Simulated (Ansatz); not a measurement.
Band gap of Rb₂TeI₆ (P4/mnc, No. 128; structure not from a measured cell) at several levels of theory

The reference, 1.4 eV (measured, temperature not stated, the source names no phase, not corrected to a static lattice; as tabulated in Ali et al. (2021), doi:10.1002/er.6378), is not set against levels without spin–orbit coupling, which matters for this solid.

| level (code) | value (eV) |
|---|---|
| LDA (Ansatz) | 1.40 |
| PBEsol (Ansatz) | 1.44 |
| r²SCAN (Ansatz) | 1.62 |
| HSE06 (Ansatz) | 1.94 |
| PBE0 (Ansatz) | 2.55 |

Computed values are for a static lattice. Spin–orbit coupling is included only where a level's name says +SOC; with heavier elements it mostly lowers gaps and can invert bands.  Values are at the PBEsol cell. Cutoffs and k meshes differ between the levels. Ansatz's density-functional and Hartree–Fock values are scalar-relativistic unless marked +SOC, with PAW data made under PBE.

Ansatz is a quantum-chemistry and plane-wave program.
